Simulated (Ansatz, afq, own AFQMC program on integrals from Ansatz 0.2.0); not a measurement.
# AlH⁺, quartet: AFQMC among the cluster methods

```csv
atom,x (Å),y (Å),z (Å)
Al,0.0000,0.0000,0.0000
H,0.0000,0.0000,1.6045
```

Basis cc-pVTZ. Noble-gas cores (and the filled d shells of Ga–Kr and In–Xe) are frozen. AFQMC by an in-house program on the Cholesky factors that Ansatz 0.2.0 writes for its CCSD(T) run. The CISD trial takes its coefficients from CCSD amplitudes. Released means that phaseless walkers are propagated on without the constraint, phases kept. ± is one standard error of the sampling.

Determinant: UHF, the one that the program's search chose, which needn't be the lowest solution. The geometry is a PBE0/def2-TZVP stationary point of this or a neighbouring charge and spin state.

Full CI on the same integrals is exact in this basis and with this determinant's frozen core.

Cautions: lower spins were not checked.

The T1 diagnostic is 0.0084, the weight of the determinant in the CISD state is 0.988 and the ⟨S²⟩ of the determinant is 3.750. The size of the correlated space is 3 electrons in 43 orbitals.

| level | correlation energy (eV) |
| --- | --- |
| MP2 | -0.1674 |
| CCSD | -0.2677 |
| CCSD(T) | -0.2691 |

(1) Estimate where full CI lies against CCSD(T) on the same integrals.

(1) 0.6 meV below CCSD(T).

Reference: full CI, correlation energy -0.270 eV. The released energy is read at 1.62 1/Eh, later times being too noisy (meV from the phaseless value at times in 1/Eh: -0.06 ± 0.08 at 0.24, -4 ± 4 at 0.51, -0.10 ± 0.07 at 0.99, 0.9 ± 0.9 at 1.62, 5 ± 5 at 2.40).

```json
{"level": "CCSD(T)", "E − E(reference) (meV)": "0.6", "share of correlation (%)": "99.77"}
{"level": "ph-AFQMC/CISD", "E − E(reference) (meV)": "0.2 ± 0.08", "share of correlation (%)": "99.91"}
{"level": "released AFQMC", "E − E(reference) (meV)": "1.1 ± 0.9", "share of correlation (%)": "99.58"}
```

A walk keeps the symmetry of its determinant, which the program's search chose and which needn't be the lowest solution, so a lower state of the same spin and another symmetry isn't excluded. Released energies are given only where the last usable release times agree within the noise; a slower fall can still hide under it.
